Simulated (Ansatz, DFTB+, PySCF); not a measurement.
Reaction (SMILES): OC#C + 4 [H][H] (H2) -> 2 C (CH4) + O (H2O)

Wanted: energy of full hydrogenation (enthalpy at 298 K), in kcal/mol. Terms: LANL2DZ all-electron up to Ne; six Cartesian d functions in 6-31G* and its kin unless marked 5d; non-relativistic; no dispersion term unless named; no spin-orbit coupling; valence correlation only; 6-311+G** with 5d; SCC-DFTB with the Slater-Koster set that CP2K ships. CBS marks a two-point X^-3 extrapolation of the correlation energy; Hartree-Fock from the larger set. Ab initio and DFT and DFTB rows: single points at B3LYP-D3(BJ) geometries (Ansatz, an electronic-structure program), with unscaled harmonic terms from B3LYP/6-31G* (Ansatz) at its own minima.

Measured values: Active Thermochemical Tables 1.112 (ions: stationary electron), as tabulated in the package chemicals; they hold spin-orbit and core effects, anharmonicity. 

Value to compare with, the measured value: -115.6 kcal/mol.

```json
[
 {"level": "SCC-DFTB", "program": "DFTB+", "energy of full hydrogenation (enthalpy at 298 K) (kcal/mol)": "-232.3", "error": "-116.7"},
 {"level": "HF/6-31G*", "program": "Ansatz", "energy of full hydrogenation (enthalpy at 298 K) (kcal/mol)": "-125.5", "error": "-9.9"},
 {"level": "HF/6-311+G**", "program": "Ansatz", "energy of full hydrogenation (enthalpy at 298 K) (kcal/mol)": "-122.1", "error": "-6.5"},
 {"level": "PBE/3-21G", "program": "Ansatz", "energy of full hydrogenation (enthalpy at 298 K) (kcal/mol)": "-102.1", "error": "13.5"},
 {"level": "BLYP/6-31G*", "program": "Ansatz", "energy of full hydrogenation (enthalpy at 298 K) (kcal/mol)": "-102.1", "error": "13.5"},
 {"level": "B3LYP/LANL2DZ", "program": "Ansatz", "energy of full hydrogenation (enthalpy at 298 K) (kcal/mol)": "-123.7", "error": "-8.1"},
 {"level": "B3LYP/6-31G*", "program": "Ansatz", "energy of full hydrogenation (enthalpy at 298 K) (kcal/mol)": "-112.8", "error": "2.8"},
 {"level": "B3LYP/6-31+G*", "program": "Ansatz", "energy of full hydrogenation (enthalpy at 298 K) (kcal/mol)": "-116.9", "error": "-1.3"},
 {"level": "B3LYP/6-31G**", "program": "Ansatz", "energy of full hydrogenation (enthalpy at 298 K) (kcal/mol)": "-114.0", "error": "1.6"},
 {"level": "B3LYP/def2-SVP", "program": "Ansatz", "energy of full hydrogenation (enthalpy at 298 K) (kcal/mol)": "-112.0", "error": "3.6"},
 {"level": "B3LYP/cc-pVDZ", "program": "Ansatz", "energy of full hydrogenation (enthalpy at 298 K) (kcal/mol)": "-111.2", "error": "4.4"},
 {"level": "M06-2X/6-311+G**", "program": "PySCF", "energy of full hydrogenation (enthalpy at 298 K) (kcal/mol)": "-112.4", "error": "3.2"},
 {"level": "MP2/3-21G", "program": "Ansatz", "energy of full hydrogenation (enthalpy at 298 K) (kcal/mol)": "-89.5", "error": "26.1"},
 {"level": "B3LYP/def2-TZVPD", "program": "Ansatz", "energy of full hydrogenation (enthalpy at 298 K) (kcal/mol)": "-112.9", "error": "2.7"},
 {"level": "PBE0/def2-TZVPD", "program": "Ansatz", "energy of full hydrogenation (enthalpy at 298 K) (kcal/mol)": "-121.8", "error": "-6.2"},
 {"level": "M06-2X/def2-TZVPD", "program": "PySCF", "energy of full hydrogenation (enthalpy at 298 K) (kcal/mol)": "-110.4", "error": "5.2"},
 {"level": "CCSD(T)/CBS(cc-pVTZ,cc-pVQZ)", "program": "Ansatz", "energy of full hydrogenation (enthalpy at 298 K) (kcal/mol)": "-115.7", "error": "-0.1"}
]
```

Among the 13 habitual levels, SCC-DFTB lies farthest from the measured value (-116.7 kcal/mol); 8 of 13 lie above it, and their mean absolute error is 16.2 kcal/mol, the median 6.5. One case shows no general order.

The levels are drawn from those run, B3LYP/6-31G* more often than the rest, none by its result; left out are runs that failed, that the program found above a lower state of the same kind, or whose <S^2> lies over 0.5 above the pure value.
